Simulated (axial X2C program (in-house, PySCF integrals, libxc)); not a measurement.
**PCO: properties at the nuclei**

Calculated with an in-house all-electron X2C program for linear molecules (integrals from PySCF): two-component X2C with atomic mean-field Coulomb and Gaunt terms, Gaussian nuclei, basis P dyall-v3z, C dyall-v3z, O dyall-av3z with contracted cores.

P–C–O held linear, with bonds 1.662 and 1.158 Å (near the PBE0 minimum at charge 0 of the determinant lowest at the starting distance; the state shown can have its own minimum elsewhere, held linear; other orders of the atoms were not compared).

Determinant lowest in the PBE0 search, Ω = 3/2 (⟨Sz⟩ = 0.50, ⟨Lz⟩ = 1.00 at PBE0), spin on the atoms P 0.40, C 0.01, O 0.08:

```
    level  Eeff magnitude (GV/cm)  Ws magnitude P (kHz)  A∥/gI P (MHz)  qzz P (a.u.)  A∥/gI C (MHz)  qzz C (a.u.)  A∥/gI O (MHz)  qzz O (a.u.)  μ (D)
     PBE0                  0.0164               0.00441            127          0.13            6.5         -0.53           57.4          0.05  -0.74
       HF                  0.0419                0.0112            131          0.26          -2.02         -0.76             86          0.05  -0.78
BHandHLYP                  0.0189                0.0051            138          0.21           4.56         -0.64             63          0.05  -0.87
```

Determinant 0.03 eV from it at PBE0 and this distance, Ω = 1/2 (⟨Sz⟩ = -0.50, ⟨Lz⟩ = 1.00 at PBE0), spin on the atoms P -0.41, C -0.01, O -0.08:

```json
{"level": "PBE0", "Eeff magnitude (GV/cm)": "0.0145", "Ws magnitude P (kHz)": "0.0114", "A∥/gI P (MHz)": "592", "qzz P (a.u.)": "0.12", "A∥/gI C (MHz)": "52.6", "qzz C (a.u.)": "-0.53", "A∥/gI O (MHz)": "221", "qzz O (a.u.)": "0.05", "μ (D)": "-0.75"}
{"level": "HF", "Eeff magnitude (GV/cm)": "0.0398", "Ws magnitude P (kHz)": "0.0315", "A∥/gI P (MHz)": "468", "qzz P (a.u.)": "0.24", "A∥/gI C (MHz)": "56.4", "qzz C (a.u.)": "-0.75", "A∥/gI O (MHz)": "247", "qzz O (a.u.)": "0.05", "μ (D)": "-0.80"}
{"level": "BHandHLYP", "Eeff magnitude (GV/cm)": "0.0167", "Ws magnitude P (kHz)": "0.0132", "A∥/gI P (MHz)": "574", "qzz P (a.u.)": "0.20", "A∥/gI C (MHz)": "45.8", "qzz C (a.u.)": "-0.64", "A∥/gI O (MHz)": "218", "qzz O (a.u.)": "0.05", "μ (D)": "-0.88"}
```

Eeff is the effective electric field on the electron electric dipole moment in this Ω state and Ws the scalar–pseudoscalar constant of the nucleus named (defined with the proton number Z and per Ω); A∥ (defined per Ω) follows by multiplying with gI = μI/(I μN); qzz is the electric field gradient, eQq0 = 234.96 MHz × Q/barn × qzz; μ is positive if the O end (last atom) is positive. The operators were transformed with the bare-nucleus X2C matrices; with these basis sets, hyperfine constants and field gradients can be off by tens of per cent, and where levels differ in sign neither size nor sign is settled.

Problem. With gI(31P) = 2.2632, gI(17O) = -0.7575, Q(17O) = -0.02558 barn (g factors from the IAEA table of nuclear moments by Stone; Q from Pyykkö, Mol. Phys. 2018), turn the PBE0 values of the first state into constants in MHz.

Solution. A∥(31P) = 127 × 2.2632 = 287 MHz; A∥(17O) = 57.4 × -0.7575 = -43.5 MHz; eQq0(17O) = 234.96 × (-0.02558) × (0.05) = -0.301 MHz.

The molecule was held linear; bending was not examined, so a bent shape may lie lower.

Each state is one determinant with collinear spin. Unrestricted Hartree–Fock can overshoot spin polarisation at the nuclei. Where Eeff spreads by more than a factor of two the levels disagree and none is to be relied on. The search compared states at one distance, so a state with another bond length can lie lower. Where a field gradient or hyperfine factor spreads by more than a factor of two over the levels, a constant derived from it is not to be relied on. PBE0 term energies can be off by some tenths of an eV.
